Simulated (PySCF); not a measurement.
# AlN: energy against distance

Set-up: Al jorge-DZP-DKH, N jorge-DZP-DKH; spin-free X2C with a Gaussian nucleus (PySCF 2.14). Energies in eV from Al + N in their ground configurations at the same level. All curves are PBE0. state 1: ³Σ⁻ (triplet), unpaired electrons π ↑↑; state 2: ³Π (triplet), unpaired electrons σ ↑, π ↑, a second solution, started from another occupation; state 3: Ms = 0 determinant of mixed spin (⟨S²⟩ near 1.0), unpaired electrons σ ↓, π ↑, a second solution, started from another occupation; state 4: Ms = 0 determinant of mixed spin (⟨S²⟩ near 1.0), unpaired electrons π ↑↓, a mixture of terms (⟨Lz²⟩ = 2.0), a second solution, started from another occupation.

```
R (Å)  state 1  state 2  state 3  state 4
1.683   -1.672   -2.150   -1.854   -1.140
1.761   -2.058   -2.311   -1.985   -1.527
1.840   -2.267   -2.329   -1.971   -1.736
1.898   -2.340   -2.279   -1.897   -1.807
1.957   -2.359   -2.191   -1.786   -1.824
2.016   -2.337   -2.077   -1.650   -1.800
2.094   -2.262   -1.897   -1.443   -1.720
2.192   -2.116   -1.651   -1.162   -1.567
2.309   -1.898   -1.352   -0.816   -1.337
2.466   -1.578   -0.991   -0.368   -0.992
```

**Question.** Put a parabola through the three lowest points of the state 1 curve and estimate Re, k and ωe (reduced mass 9.219 u; 1 eV/Å² = 0.16022 mdyn/Å; ωe = 1302.8·√(k/μ) cm⁻¹).

**Answer.** Through R = 1.898, 1.957, 2.016 Å the second-order coefficient is 5.89 eV/Å², so Re ≈ 1.955 Å, k ≈ 1.89 mdyn/Å and ωe ≈ 589 cm⁻¹. A polynomial fit of higher order to the unrounded PBE0 energies gives Re = 1.953 Å, k = 1.92 mdyn/Å, ωe = 595 cm⁻¹; anharmonicity and rounding make the difference.

The higher-order fit for each curve: state 1: Re = 1.953 Å, ωe = 595 cm⁻¹, De = 2.36 eV; state 2: Re = 1.812 Å, ωe = 720 cm⁻¹, minimum 2.34 eV below the ground-state fragments; state 3: Re = 1.790 Å, ωe = 766 cm⁻¹, minimum 1.99 eV below the ground-state fragments; state 4: Re = 1.950 Å, ωe = 604 cm⁻¹, minimum 1.82 eV below the ground-state fragments.

⟨S²⟩ of the unrestricted solution departs from its pure value on part of the curve, where spin states mix. The state is the lowest determinant that a PBE0 search found; another state may lie lower at other levels.
